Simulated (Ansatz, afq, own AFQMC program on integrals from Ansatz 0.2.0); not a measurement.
Integrals from Ansatz 0.2.0, then the random walk in our own AFQMC program (afq).

```yaml
crystal:
  periodic: [false, false, false]
  atoms:
    - {symbol: B, position_ang: [0.000000, -0.104832, 0.802428]}
    - {symbol: C, position_ang: [0.000000, -0.044574, -0.723222]}
    - {symbol: H, position_ang: [0.000000, 0.894880, 1.472485]}
    - {symbol: H, position_ang: [0.000000, 0.760676, -1.461216]}
basis:
  gaussian: {orbitals: cc-pVDZ}
total_charge: 1
magnetization: {spin_polarized: true, initial_magnetization: 2}
correlation: {method: ccsd_t, electrons: outside_noble_gas, hamiltonian_folder: ham}
```

```sh
$ ansatz run in.yaml --threads 1 --pin off --events-out ev --progress --plain --max-ram 1382MiB
```

Options of the walk:

```
--method phaseless --trial cisd --walkers 60 --populations 1 --least-time 40 --time-step 0.005 --steps-per-block 50 --equilibration-blocks 28 --max-blocks 300 --target-error 0.00034 --factor-cut 1e-05 --start spin_pure --seed 8027 --release-times 0.24,0.51,0.99,1.62,2.4 --release-step 0.03 --release-every 4 --taylor-order 6
```

Times are imaginary, in 1/Eh. The walk had a cap of 932 s.

Log:

```
orbitals 36  electrons 5 3  factors 278 of 352
reference energy -63.25716832 Eh
CCSD correlation -0.16949965 Eh in 13 cycles, weight of the determinant in the CISD state 0.8964
energy of the start -63.425978 Eh
 block  time / (1/Eh)  mean weight  energy / Eh
     1     0.250  0.9996  -63.425044
     2     0.500  1.0006  -63.426424
     3     0.750  1.0012  -63.430044
     4     1.000  0.9990  -63.431571
     5     1.250  0.9995  -63.430199
     9     2.250  0.9994  -63.433339
    33     8.250  1.0006  -63.427480
    65    16.250  1.0004  -63.434737
    89    22.250  0.9999  -63.437742
    97    24.250  0.9994  -63.434670
   129    32.250  0.9994  -63.431223
   145    36.250  1.0004  -63.426541
   161    40.250  0.9995  -63.433989
   193    48.250  1.0014  -63.434132
   225    56.250  1.0010  -63.430094
   257    64.250  0.9990  -63.430205
   289    72.250  1.0005  -63.429595
   321    80.250  1.0020  -63.436612
blocks merged  error / Eh  count
     1  0.000207  300
     2  0.000250  150
     4  0.000304  75
     8  0.000384  37
    16  0.000385  18
    32  0.000347  9
released: time / (1/Eh)  energy / Eh  error  mean overlap
  0.24  -63.432373  0.000328  0.9953
  0.51  -63.433164  0.000287  0.9915
  0.99  -63.433174  0.000397  0.9924
  1.62  -63.433192  0.000380  0.9885
  2.40  -63.433341  0.000699  0.9607
energy -63.432289 +/- 0.000385 Eh
(rows thinned)
```

The run passed its tests (sampling time, drift between the halves within three errors, error under three times the target), which doesn't prove that it has relaxed.

Against this walk (error 10.5 meV) on the same determinant: CCSD(T) 16.7 meV higher (within the noise), CCSDT(Q) 27.9 meV lower. The error is statistical and leaves out the bias of the constraint. Released to 2.40 1/Eh the energy moves by -29 ± 22 meV (both errors), within twice the noise.

Cautions: constraint bias not in the error; error above the target (10.5 against 9.3 meV); lower spins were not checked.

The walk took 14 min on 1 thread of AMD EPYC (Zen 3), on a shared host. The log's last line is the phaseless energy.

CCSDT and higher add their correlation energy to the determinant of the CCSD(T) run, since their own runs factorise the integrals more tightly (a shift of under 2 meV). A walk keeps the symmetry of its determinant, which the program's search chose and which needn't be the lowest solution, so a lower state of the same spin and another symmetry isn't excluded.
